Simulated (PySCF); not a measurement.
Species: C5H5N.
Structure used (PBE0-D3(BJ)/def2-SVP), in Å, numbered top down from 1:
```
atom  x, y, z in Å
C1     2.4664   -0.3388    0.1704
C2     1.0205   -0.3900    0.0357
C3    -0.1838   -0.4294   -0.0769
C4    -1.6373   -0.4685   -0.2148
C5    -2.2098    0.8089   -0.6461
N6    -2.6695    1.8137   -0.9865
H7     2.7898   -0.7574    1.1356
H8     2.9603   -0.9099   -0.6306
H9     2.8265    0.7000    0.1155
H10   -2.1096   -0.7493    0.7423
H11   -1.9367   -1.2411   -0.9438
```

The closed-shell ground state was solved at several levels (PySCF, density fitting, gas phase, non-relativistic).

| level | basis functions | total energy (Eh) | HOMO (eV) | LUMO (eV) | gap (eV) | dipole (D) |
| --- | --- | --- | --- | --- | --- | --- |
| B3LYP/pcJ-1 | 212 | -248.2258 | -7.64 | 0.12 | 7.76 | 4.17 |
| PBE0/pcSseg-1 | 127 | -247.8774 | -7.88 | 0.37 | 8.25 | 4.19 |
| PBE0/pcSseg-2 | 286 | -247.9958 | -7.87 | 0.13 | 8.00 | 4.26 |

(1) What might CAM-B3LYP/def2-SVPD (160 basis functions) give for the same quantities?

(2) Over all these levels, which gives the widest orbital gap and which the narrowest?

(3) How far do the dipole and the HOMO energy spread over the levels?

## Answers

(1) Total energy -247.8976 Eh, HOMO -9.24 eV, LUMO 0.91 eV, gap 10.15 eV, dipole 4.25 D.

(2) CAM-B3LYP/def2-SVPD (range-separated hybrid) has the widest, 10.15 eV, and B3LYP/pcJ-1 (global hybrid, 20 % exact exchange) the narrowest, 7.76 eV. Functional and basis both differ between the two, so the spread mixes both effects.

(3) The dipole runs from 4.17 to 4.26 D (mean 4.22 D) and the HOMO from -9.24 to -7.64 eV.
